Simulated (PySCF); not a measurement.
nitrogen trifluoride cation (F3N), SMILES FN(F)F (connectivity only; charge and spin as stated), charge +1, multiplicity 2.

The structure is a stationary point at PBE-D3(BJ)/def2-TZVP. The multiplicity is an assumed one; other spin states were not compared.

Two levels are set side by side: PBE/def2-TZVPD (PySCF) and r2SCAN/def2-TZVPD (PySCF). Same geometry, gas phase. Differences are taken from unrounded values.

```json
[
 {"quantity": "α-spin orbital gap (eV)", "r2SCAN": "7.53", "PBE": "6.64", "PBE minus r2SCAN": "-0.89"},
 {"quantity": "β-spin orbital gap (eV)", "r2SCAN": "5.05", "PBE": "4.15", "PBE minus r2SCAN": "-0.90"},
 {"quantity": "mean polarisability (bohr³)", "r2SCAN": "15.7", "PBE": "16.3", "PBE minus r2SCAN": "0.6"}
]
```

Rough cost on one machine, each run with all the roots and properties that it gave: r2SCAN against PBE about 3 times.
